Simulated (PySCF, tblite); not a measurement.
# C₃H₅Cl₂ radical: geometry, infrared bands and EPR parameters

What infrared bands and EPR parameters should C₃H₅Cl₂ radical (`C[C](Cl)CCl`) show?

Programs: tblite 0.8.0 and PySCF 2.14.0, with density-fitted response routines of our own. Each step states its level of theory. These are calculated values for one molecule in the gas phase, unless marked as measured. Atoms count from 0, in the outputs and in this text.

## 1. The starting structure

10 atoms, charge 0, multiplicity 2; geometry from: force field or distance geometry start.

Bonds of the start (Å): C0–C1 1.48, C1–Cl2 1.74, C1–C3 1.49, C3–Cl4 1.81, C0–H5 1.11, C0–H6 1.12, C0–H7 1.11, C3–H8 1.12, C3–H9 1.10.

## 2. Relaxing the molecule with GFN2-xTB

What the job is given:

```
{"job": {"kind": "relax", "xc": "GFN2-xTB", "basis": "xTB"}, "charge": 0, "multiplicity": 2}
C     -1.202200     0.082500    -0.392800
C      0.026000     0.641100     0.205200
Cl     0.510400     2.237800    -0.297200
C      1.138200    -0.328800     0.414600
Cl     0.662900    -1.683900     1.517500
H     -0.953900    -0.314300    -1.394800
H     -1.563100    -0.761400     0.251100
H     -2.022700     0.822200    -0.518600
H      1.340600    -0.811500    -0.577000
H      2.072800     0.121000     0.769400
```

Command:

```sh
$ OMP_NUM_THREADS=1 python probes_run.py task.json out
```

The driver reads the jobs from task.json and runs them one after another.

The log of the run:

```text
step      E/eV     max force
  0    -489.86372    0.974
  1    -489.90899    0.442
  2    -489.92877    0.367
  3    -489.93865    0.336
  4    -489.94757    0.248
  5    -489.95514    0.288
  6    -489.96855    0.455
  7    -489.98165    0.402
  8    -489.99398    0.324
  9    -490.00561    0.311
 10    -490.01798    0.369
 11    -490.03066    0.402
 12    -490.04172    0.237
 13    -490.04735    0.173
 14    -490.05021    0.165
 15    -490.05279    0.149
 16    -490.05513    0.160
 17    -490.05755    0.186
 18    -490.06026    0.193
 19    -490.06349    0.206
 20    -490.06860    0.187
 21    -490.07346    0.194
 22    -490.07875    0.242
 23    -490.08359    0.236
 24    -490.08944    0.220
 25    -490.09620    0.254
 26    -490.10286    0.299
 27    -490.10603    0.332
 28    -490.11234    0.260
 29    -490.11711    0.174
 30    -490.12281    0.138
 31    -490.12602    0.167
 32    -490.12928    0.185
 33    -490.13174    0.183
 34    -490.13467    0.180
 35    -490.13717    0.192
 36    -490.14084    0.206
 37    -490.14637    0.203
 38    -490.15299    0.206
 39    -490.15717    0.211
 40    -490.15977    0.182
 41    -490.16184    0.138
 42    -490.16402    0.109
 43    -490.16534    0.075
 44    -490.16583    0.047
 45    -490.16602    0.039
 46    -490.16615    0.034
 47    -490.16626    0.025
 48    -490.16633    0.014
 49    -490.16635    0.013
 50    -490.16637    0.013
 51    -490.16639    0.010
 52    -490.16640    0.010
 53    -490.16642    0.011
 54    -490.16644    0.011
 55    -490.16646    0.013
 56    -490.16648    0.016
 57    -490.16652    0.020
 58    -490.16660    0.032
 59    -490.16674    0.041
 60    -490.16695    0.041
 61    -490.16719    0.048
 62    -490.16748    0.060
 63    -490.16791    0.065
 64    -490.16850    0.086
 65    -490.16929    0.088
 66    -490.16988    0.108
 67    -490.16920    0.151
 68    -490.17081    0.071
 69    -490.17116    0.064
 70    -490.17196    0.095
 71    -490.17239    0.043
 72    -490.17291    0.063
 73    -490.17318    0.051
 74    -490.17327    0.030
 75    -490.17339    0.033
 76    -490.17356    0.031
 77    -490.17348    0.092
 78    -490.17383    0.028
 79    -490.17391    0.019
 80    -490.17395    0.029
 81    -490.17399    0.011
 82    -490.17401    0.011
 83    -490.17407    0.006
```

Run time: 0.4 s. Hardware: 1 thread of Arm Neoverse V1, shared host.

Relaxation path: (not every step is listed)

```
step  energy from step 0 (eV)  largest force (eV/Å)
   0                   0.0000                0.9737
   1                  -0.0453                0.4423
   2                  -0.0650                0.3669
   3                  -0.0749                0.3355
   4                  -0.0838                0.2477
   5                  -0.0914                0.2880
   6                  -0.1048                0.4547
   7                  -0.1179                0.4022
   8                  -0.1303                0.3238
  15                  -0.1891                0.1493
  22                  -0.2150                0.2423
  29                  -0.2534                0.1737
  36                  -0.2771                0.2064
  43                  -0.3016                0.0748
  50                  -0.3026                0.0128
  57                  -0.3028                0.0199
  64                  -0.3048                0.0858
  71                  -0.3087                0.0431
  78                  -0.3101                0.0276
  79                  -0.3102                0.0185
  80                  -0.3102                0.0289
  81                  -0.3103                0.0115
  82                  -0.3103                0.0111
  83                  -0.3103                0.0058
```

Distances of close pairs at the start and the end, largest changes first:

```
  bond  before (Å)  after (Å)  change (Å)
C3–Cl4       1.811      1.905      +0.094
 C1–C3       1.490      1.437      -0.054
 C3–H8       1.121      1.086      -0.035
C1–Cl2       1.743      1.708      -0.035
 C0–H6       1.121      1.095      -0.026
 C0–H7       1.112      1.088      -0.024
 C0–H5       1.106      1.088      -0.018
 C3–H9       1.096      1.086      -0.011
```

The next job starts from the end point, and lists it.

## 3. Infrared spectrum with GFN2-xTB

What the job is given:

```
{"job": {"kind": "ir", "xc": "GFN2-xTB", "basis": "xTB"}, "charge": 0, "multiplicity": 2}
C     -1.206141     0.086674    -0.545959
C      0.098527     0.554582    -0.020080
Cl     0.134333     2.089640     0.726902
C      1.209118    -0.329143     0.203678
Cl     0.955773    -1.342442     1.796720
H     -1.049769    -0.682116    -1.299897
H     -1.814726    -0.350312     0.252524
H     -1.769789     0.911097    -0.977121
H      1.298464    -1.106769    -0.549135
H      2.153092     0.173444     0.389840
```

The log of the run:

```text
mode    cm-1     km/mol
  1      66.4      1.40
  2      73.2      1.13
  3     131.3      6.13
  4     311.5      1.00
  5     340.0      0.89
  6     386.5     16.45
  7     451.8     34.73
  8     648.2      1.87
  9     877.9      1.66
 10     964.5     14.70
 11    1000.2      0.95
 12    1055.5      6.03
 13    1143.0     33.49
 14    1190.1     44.94
 15    1298.1      6.06
 16    1387.0     35.24
 17    1414.1      4.58
 18    1447.9      9.96
 19    1454.1      5.70
 20    2927.1      2.95
 21    3009.0      1.16
 22    3026.1      0.68
 23    3030.4      2.01
 24    3035.3     16.56
```

Run time: 0.23 s. Hardware: 1 thread of Arm Neoverse V1, shared host.

Which atoms move in the most intense modes:

```
cm⁻¹  km/mol                               atoms
 386    16.4          C3 29 %, C1 29 %, Cl4 23 %
 452    34.7                    C3 55 %, C1 29 %
 964    14.7  H7 24 %, C3 18 %, C0 18 %, H5 14 %
1143    33.5                    H9 48 %, H8 40 %
1190    44.9                    C1 38 %, H8 25 %
1387    35.2  H6 29 %, H7 26 %, H5 22 %, C0 18 %
1448    10.0                    H5 48 %, H7 34 %
3035    16.6                    H7 68 %, H5 19 %
```

## 4. g tensor and hyperfine couplings: B3LYP/pcH-1

The job, as its differences from that of step 3:

```diff
@@ -1,2 +1,2 @@
-{"job": {"kind": "ir", "xc": "GFN2-xTB", "basis": "xTB"}, "charge": 0, "multiplicity": 2}
+{"job": {"kind": "epr", "basis": "pcH-1"}, "charge": 0, "multiplicity": 2}
 C     -1.206141     0.086674    -0.545959
```

Method: UKS B3LYP, pcH-1 on C Cl H, non-relativistic, mean-field spin-orbit, GIAO.

The log of the run:

```text
UKS, coarse grid
  cycle   1  E = -1037.66084710  |g| = 2.92e-01
  cycle   2  E = -1037.64173795  |g| = 3.47e-01
  cycle   3  E = -1037.69831568  |g| = 7.80e-02
  cycle   4  E = -1037.70054420  |g| = 3.82e-02
  cycle   5  E = -1037.70131847  |g| = 7.07e-03
  cycle   6  E = -1037.70135416  |g| = 3.10e-03
  cycle   7  E = -1037.70136183  |g| = 8.16e-04
UKS, final grid
  cycle   1  E = -1037.70129141  |g| = 7.66e-04
  cycle   2  E = -1037.70129125  |g| = 1.00e-03
  cycle   3  E = -1037.70129173  |g| = 1.44e-04
  cycle   4  E = -1037.70129174  |g| = 6.84e-05
  cycle   5  E = -1037.70129174  |g| = 3.99e-05
  cycle   6  E = -1037.70129174  |g| = 4.38e-06
E = -1037.70129174 Eh   <S^2> = 0.7552 (exact 0.7500)
g shifts (ppm)      1          2          3
  rmc          -204       -204       -204
  gc            -11         29         26
  oz_so         225       7192       9215
  total          10       7017       9036
hyperfine (MHz)  atom isotope    a_iso     a_fc   dipolar eigenvalues
    0   13C     -24.79     -24.83     -1.87     -0.30      2.17
    1   13C     111.37     110.81    -72.38    -72.13    144.51
    2  35Cl       6.13       6.14    -28.13    -18.61     46.75
    3   13C      11.05      11.16     -3.76     -0.17      3.92
    4  35Cl      38.54      37.22    -31.26    -30.46     61.72
    5    1H      24.08      24.08     -4.58     -3.79      8.37
    6    1H     120.89     120.88     -4.34     -2.61      6.95
    7    1H      31.89      31.87     -4.22     -3.85      8.07
    8    1H      19.27      19.31     -6.17     -2.42      8.59
    9    1H      15.38      15.41     -5.72     -2.61      8.32
```

Run time: 34 s. Hardware: 1 thread of Arm Neoverse V1, shared host; peak memory 0.67 GiB.

Principal g values 2.00233, 2.00934, 2.01136; g(iso) = 2.00767, against 2.00232 for a free electron.

Hyperfine couplings; where a row names several nuclei, a(iso) is their mean (it holds for fast rotation or exchange) and the dipolar term the largest among them:

```
    nuclei  isotope  a(iso) (MHz)  a(iso) (G, at g = 2.0023)  largest dipolar term (MHz)
        C1      13C         111.4                       39.7                       144.5
H5, H6, H7       1H          59.0                       21.0                         8.4
       Cl4     35Cl          38.5                       13.8                        61.7
        C0      13C         -24.8                       -8.8                         2.2
    H8, H9       1H          17.3                        6.2                         8.6
        C3      13C          11.1                        3.9                         3.9
       Cl2     35Cl           6.1                        2.2                        46.7
```

Mulliken spin populations:

```
atom  value (e)
  C0      -0.06
  C1       0.78
 Cl2       0.09
  C3      -0.05
 Cl4       0.16
  H5       0.01
  H6       0.06
  H7       0.01
  H8       0.01
  H9       0.01
```

In first order the couplings over 0.8 MHz of 1H, 35Cl give 192 distinct lines over 123.3 G, if the averaged nuclei exchange fast.

Orbitals, density, ELF and potential are computed afterwards from the orbital file.

ELF in a plane through or near 5 of the atoms.

Ten even steps from ' ' (0.00) to '@' (0.99):
```
                                                        
                                                        
                    ....::::::::....                    
                  ::--++********++==::                  
                ..++##%%@@##**%%%%%%**::                
                  ==##%%%%::++==@@%%##::                
                    ::++##==--**##++::                  
          ..--++--      ++%%%%**::    ::==**==..        
          ..++%%@@##==++**::--++++--**@@@@@@@@##        
            ::##%%**--##%%----%%%%==##@@@@@@@@**        
              ::==::..--##++++##--##..####**==::        
              ..::++****--....--**++**==::..            
          ....    ::::--..    ==%%%%%%==..              
                              ::##%%##--..              
                                ::::::                  
                                                        
                                                        
                                                        
                                                        
                                                        
```
The map spans 9.5 Å across and 9.6 Å up, centred on the molecule. Atoms in the plane (x, y in Å): C0 (1.3, -0.2), C1 (0.0, 0.5), Cl2 (0.1, 2.2), C3 (-1.2, -0.1), H7 (2.2, 0.4).

On the surface of density 0.002 e/bohr³ the electrostatic potential runs, from the 1st to the 99th percentile, from -0.90 V near Cl4 to 1.31 V near H8.

The spin density lies nearest to C1 57 %; Cl2, Cl4 about 13 % each.

## 5. What came out

| quantity | value |
| --- | --- |
| strongest single infrared mode (GFN2-xTB) | 1190 cm⁻¹, 45 km/mol |
| zero-point energy (GFN2-xTB) | 43.8 kcal/mol |
| g(iso) (B3LYP) | 2.00767 |
| ⟨S²⟩ | 0.755 (exact 0.75) |
| largest a(iso) (averaged by class) | 13C on C1, 111.4 MHz |
| surface potential, 1st and 99th percentile | -0.90 V and 1.31 V |

The optimisation took 83 steps and gained 0.310 eV; among the close pairs (by a distance rule), C3–Cl4 changed most, from 1.811 to 1.905 Å. All 24 modes are real, so the xTB geometry is a minimum. The strongest single mode, at 1190 cm⁻¹, is spread over many atoms; the largest shares are those of C1, H8. GFN2-xTB is a fitted tight-binding method: band positions and strengths are rough. Its intensities can rank the bands wrongly. C1 carries the largest spin population, 0.78 e. The isotropic g lies 5.4 ppt above the free-electron value.
